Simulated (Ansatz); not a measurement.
# C2H4S: up Jacob's ladder to CCSD(T)

The task here is to estimate one member of a computed series from the others.

Program: Ansatz 0.2.0, Gaussian basis. Level of theory: functionals in def2-TZVPP, the program's frozen cores in correlated methods. These are calculated values, not measurements.

Plan: LDA (SPW92), PBE-D4, revPBE-D4, BLYP-D4, r2SCAN-D4, B97M-V, PBE0-D4, B3LYP-D4, r2SCANh-D4, r2SCAN0-D4, HSE06-D4, BHLYP-D4, CAM-B3LYP-D4, LC-ωPBE, ωB97X-V, ωB97M-V, B2PLYP, PBE-QIDH; CCSD(T)/def2-SVP; CCSD(T)/def2-TZVPP; MP2/def2-QZVPP; extrapolation to the limit; RPA on PBE.

1 further run of the same task is left out (it didn't finish).

### The geometry

An earlier PBE0-D4 in a triple-zeta def2 set relaxation fixed the geometry.

SMILES `CC=S`, 7 atoms, charge 0, spin multiplicity 1.

Atoms are counted from 1 here; the program's logs count them from 0.

Bond lengths: C1–C2 1.482 Å, C1–H4 1.096 Å, C1–H5 1.096 Å, C1–H6 1.089 Å, C2–S3 1.608 Å, C2–H7 1.094 Å. Angles: C2–C1–H4 109.7°, C2–C1–H5 109.7°, C2–C1–H6 111.8°, H4–C1–H5 106.0°, H4–C1–H6 109.7°, H5–C1–H6 109.7°, C1–C2–S3 126.2°, C1–C2–H7 114.7°, S3–C2–H7 119.0°.

Set-up of the first run:

in.yaml

```yaml
crystal:
  periodic: [false, false, false]
  atoms:
    - {symbol: C, position_ang: [-0.553085, 0.336502, -0.143004]}
    - {symbol: C, position_ang: [0.690040, -0.437229, 0.088861]}
    - {symbol: S, position_ang: [1.378869, -0.725134, 1.513381]}
    - {symbol: H, position_ang: [-1.288809, -0.291725, -0.658555]}
    - {symbol: H, position_ang: [-0.345838, 1.175277, -0.817733]}
    - {symbol: H, position_ang: [-0.976669, 0.709802, 0.788084]}
    - {symbol: H, position_ang: [1.156593, -0.835393, -0.816734]}
basis:
  gaussian: {orbitals: def2-TZVPP}
hamiltonian: {xc: lda}
output: {orbitals: {seedname: orbitals}}
```

Started as:

```console
ansatz run in.yaml --threads 4 --pin off --events-out ev --progress --plain --max-ram 10444MiB
```

Steps of the session up to this table: LDA; PBE-D4 (GGA); revPBE-D4 (GGA); BLYP-D4 (GGA); r2SCAN-D4 (meta-GGA); B97M-V (meta-GGA); PBE0-D4 (hybrid); B3LYP-D4 (hybrid); r2SCANh-D4 (hybrid); r2SCAN0-D4 (hybrid); HSE06-D4 (hybrid); BHLYP-D4 (hybrid); CAM-B3LYP-D4 (range-separated); LC-ωPBE (range-separated); ωB97X-V (range-separated); ωB97M-V (range-separated); B2PLYP (double hybrid); PBE-QIDH (double hybrid).

One of the session's tables, all rows but one given; the rest of the session is left out.

It belongs to the step «Orbital energies across the functionals». 

| functional | HOMO (eV) | LUMO (eV) | gap (eV) |
| --- | --- | --- | --- |
| LDA (SPW92) | -5.33 | -3.23 | 2.10 |
| PBE-D4 | -5.22 | -3.05 | 2.18 |
| revPBE-D4 | ? | ? | ? |
| BLYP-D4 | -5.08 | -2.90 | 2.18 |
| r2SCAN-D4 | -5.44 | -2.92 | 2.52 |
| B97M-V | -5.52 | -2.84 | 2.68 |
| PBE0-D4 | -6.46 | -2.09 | 4.36 |
| B3LYP-D4 | -6.22 | -2.30 | 3.93 |
| r2SCANh-D4 | -5.90 | -2.56 | 3.34 |
| r2SCAN0-D4 | -6.60 | -2.02 | 4.57 |
| HSE06-D4 | -6.06 | -2.48 | 3.58 |
| BHLYP-D4 | -7.56 | -0.98 | 6.57 |
| CAM-B3LYP-D4 | -7.80 | -0.91 | 6.89 |
| LC-ωPBE | -9.21 | 0.19 | 9.40 |
| ωB97X-V | -8.84 | 0.15 | 8.99 |
| ωB97M-V | -8.67 | 0.10 | 8.78 |

Estimate the missing values for revPBE-D4.

As computed: HOMO (eV): -5.18; LUMO (eV): -2.98; gap (eV): 2.20. In the column «HOMO (eV)» it lies between PBE-D4 (-5.22) and BLYP-D4 (-5.08).
